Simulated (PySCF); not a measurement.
## First hyperpolarisability: 1-pentene (SMILES C(CC=C)C)

Geometry (Å), atoms numbered from 1 in this order:
```xyz
15

C     2.472    0.913    0.328
C     1.621   -0.039   -0.030
C     0.266   -0.253    0.555
C    -0.850   -0.143   -0.479
C    -2.223   -0.404    0.115
H     2.226    1.622    1.112
H     3.441    1.018   -0.145
H     1.908   -0.726   -0.826
H     0.096    0.467    1.362
H     0.222   -1.250    1.012
H    -0.820    0.854   -0.930
H    -0.657   -0.851   -1.293
H    -2.446    0.303    0.918
H    -3.009   -0.310   -0.638
H    -2.285   -1.411    0.537
```

The calculation used quadratic response CAM-B3LYP/def2-TZVPD first hyperpolarisability, Taylor convention, gas phase (PySCF). Geometry: PBE0-D3(BJ)/def2-TZVP.

**Question.** Give β for the processes computed.

**Answer.** In au, Taylor convention; the vector part is βᵢ = ⅓ Σⱼ (βᵢⱼⱼ + βⱼᵢⱼ + βⱼⱼᵢ); β∥ is 3/5 of the vector part along the dipole, the dipole points from − to +:
| process | λ (nm) | β vector norm | β∥ | β HRS | depolarisation ratio |
| --- | --- | --- | --- | --- | --- |
| static β(0;0,0) | ∞ | 53.7 | 32.2 | 22.1 | 5.13 |
| second harmonic β(−2ω;ω,ω) | 1907 | 56.7 | 34.0 | 23.2 | 5.21 |
| Pockels β(−ω;ω,0) | 1907 | 54.6 | 32.8 | – | – |
| second harmonic β(−2ω;ω,ω) | 1064 | 64.3 | 38.5 | 26.1 | 5.39 |
| Pockels β(−ω;ω,0) | 1064 | 56.9 | 34.1 | – | – |

**Question.** Which lowest excitations, dipole and polarisabilities go with it?

**Answer.** S1 6.91 eV (f = 0.042); S2 7.33 eV (f = 0.413); S3 7.37 eV (f = 0.034); dipole 0.44 D; isotropic α 64.7 au static, 64.9 au at 1907 nm, 65.3 au at 1064 nm, 65.5 au at 953.5 nm, 67.1 au at 532 nm.
